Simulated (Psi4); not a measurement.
**O2F (SMILES [O]OF): UMP2/def2-TZVP (density fitting with def2-universal-jkfit, density fitting for correlation, sweep point 3)**

Aim: the vertical ionisation energy of O2F at UMP2/def2-TZVP (density fitting with def2-universal-jkfit, density fitting for correlation, sweep point 3), from 2 runs. 

The results are computed with Psi4 1.11.

2 further runs of the same task are left out: 2 set aside as unsound or not needed.

**1. The structure to begin with**

O2F has 3 atoms, charge 0, and is taken as a doublet. As SMILES, `[O]OF`. Geometry: relaxed at GFN2-xTB.

Bond lengths: O1–O2 1.194 Å. A long bond or contact: O2–F3 1.563 Å.

**2. A single-point energy at UMP2/def2-TZVP (density fitting with def2-universal-jkfit, density fitting for correlation, sweep point 3)**

Contents of input.in:

```
memory 1.6 GB

molecule m {
  0 2
  O      0.949760    -0.292600     0.491570
  O      0.124690     0.486900     0.122000
  F     -1.074440    -0.194290    -0.613560
  symmetry c1
}

set basis def2-TZVP
set reference uhf
set puream true
set scf_type df
set num_frozen_docc 3
set df_basis_scf def2-universal-jkfit
set maxiter 150

E, wfn = energy("mp2", return_wfn=True)
```

The run is started by

```bash
$ psi4 -n 1 input.in input.out
```

input.out (excerpt; [...] marks lines left out):

```text
[...]
  Running in c1 symmetry.
[...]
  Nuclear repulsion =   69.253937683562086
[...]
  Multiplicity = 2
[...]
  Nalpha       = 13
  Nbeta        = 12
[...]
    Number of basis functions: 93
[...]
   @DF-UHF iter   1:  -248.85663623711798   -7.34923e-01   6.11853e-03 ADIIS/DIIS
[...]
   @DF-UHF iter  23:  -249.00360835780134   -6.82121e-13   9.97487e-09 DIIS
[...]
   @S^2 Observed:                7.667738470E-01
[...]
    Orbital Energies [Eh]
    ---------------------
    Alpha Occupied:
       1A    -26.331410     2A    -20.850640     3A    -20.775490
       4A     -1.771548     5A     -1.564293     6A     -1.194851
       7A     -0.902213     8A     -0.825472     9A     -0.799578
      10A     -0.675689    11A     -0.650836    12A     -0.575436
      13A     -0.551129
    Alpha Virtual:
      14A      0.056815    15A      0.341447    16A      0.456503
      17A      0.492468    18A      0.527084    19A      0.574465
      20A      0.610449    21A      0.610926    22A      0.628128
      23A      0.757831    24A      0.761153    25A      0.808348
[...]
  @DF-UHF Final Energy:  -249.00360835780134
   => Energetics <=
    Nuclear Repulsion Energy =             69.2539376835620857
    One-Electron Energy =                -482.6832435553085361
    Two-Electron Energy =                 164.4256975139451242
    Total Energy =                       -249.0036083578013404
  UHF NO Occupations:
  HONO-2 :   11  A 1.9974919
  HONO-1 :   12  A 1.9962492
[...]
 Multipole Moments:
 ------------------------------------------------------------------------------------
     Multipole            Electronic (a.u.)      Nuclear  (a.u.)        Total (a.u.)
 ------------------------------------------------------------------------------------
 L = 1.  Multiply by 2.5417464519 to convert [e a0] to [Debye]
 Dipole X            :         -0.4803807            1.1049693            0.6245886
 Dipole Y            :          0.0034636            0.1743288            0.1777924
 Dipole Z            :         -0.0000000            0.0000000           -0.0000000
 Magnitude           :                                                    0.6494006
[...]
```

Run time: 4.8 s. Hardware: 1 thread of AMD EPYC 7R43 (Zen 3), shared host; peak memory 0.21 GiB.

**3. The singlet cation at the same level**

Contents of input.inp:

```
memory 1600 mb

molecule {
  1 1
  O      0.949760    -0.292600     0.491570
  O      0.124690     0.486900     0.122000
  F     -1.074440    -0.194290    -0.613560
  units angstrom
  symmetry c1
}

set reference rhf
set puream true
set scf_type df
set num_frozen_docc 3
set df_basis_scf def2-universal-jkfit

e, wfn = energy('mp2/def2-TZVP', return_wfn=True)
```

The run is started by

```bash
$ psi4 -i input.inp -o input.out -n 1
```

input.out (excerpt; [...] marks lines left out):

```text
[...]
  Running in c1 symmetry.
[...]
  Nuclear repulsion =   69.253937683562086
[...]
  Multiplicity = 1
[...]
  Nalpha       = 12
  Nbeta        = 12
[...]
    Number of basis functions: 93
[...]
   @DF-RHF iter   1:  -248.16643170804841   -4.47187e-02   8.74751e-03 DIIS/ADIIS
[...]
   @DF-RHF iter  17:  -248.51475301063846   -3.58114e-12   4.76989e-09 DIIS
[...]
    Orbital Energies [Eh]
    ---------------------
    Doubly Occupied:
       1A    -26.761438     2A    -21.275164     3A    -21.218691
       4A     -2.141105     5A     -1.937172     6A     -1.526850
       7A     -1.197613     8A     -1.193974     9A     -1.130019
      10A     -1.040871    11A     -1.024456    12A     -0.916299
[...]
  @DF-RHF Final Energy:  -248.51475301063846
   => Energetics <=
    Nuclear Repulsion Energy =             69.2539376835620857
    One-Electron Energy =                -472.8100757957658402
    Two-Electron Energy =                 155.0413851015653108
    Total Energy =                       -248.5147530106384579
[...]
 Multipole Moments:
 ------------------------------------------------------------------------------------
     Multipole            Electronic (a.u.)      Nuclear  (a.u.)        Total (a.u.)
 ------------------------------------------------------------------------------------
 L = 1.  Multiply by 2.5417464519 to convert [e a0] to [Debye]
 Dipole X            :         -0.4039634            1.1049693            0.7010059
 Dipole Y            :         -0.1220524            0.1743288            0.0522763
 Dipole Z            :         -0.0000000            0.0000000           -0.0000000
 Magnitude           :                                                    0.7029524
[...]
```

Wall time 3.9 s (1 thread of AMD EPYC 7R43 (Zen 3), shared host); peak memory 0.21 GiB.

**4. What came out**

Level: UMP2/def2-TZVP (density fitting with def2-universal-jkfit, density fitting for correlation, sweep point 3), 3 core orbitals frozen.

```
                                                               quantity          value
                                              doublet O2F: total energy  -249.72566 Eh
doublet O2F: HOMO energy (Hartree–Fock orbitals) (highest over α and β)      -14.07 eV
 doublet O2F: LUMO energy (Hartree–Fock orbitals) (lowest over α and β)        1.55 eV
               doublet O2F: correlation energy (3 core orbitals frozen)     -722.1 mEh
                         doublet O2F: ⟨S²⟩ of the reference determinant          0.767
                                           singlet cation: total energy  -249.26703 Eh
                    singlet cation: HOMO energy (Hartree–Fock orbitals)      -24.93 eV
                    singlet cation: LUMO energy (Hartree–Fock orbitals)      -10.46 eV
                  singlet cation: HOMO–LUMO gap (Hartree–Fock orbitals)       14.47 eV
            singlet cation: correlation energy (3 core orbitals frozen)     -752.3 mEh
                     vertical ionisation energy (to the singlet cation)      12.480 eV
```

**Reading.** Removing an electron at fixed nuclei costs 12.48 eV (288 kcal/mol). Only the singlet of the ionised species was computed; a triplet could lie lower.
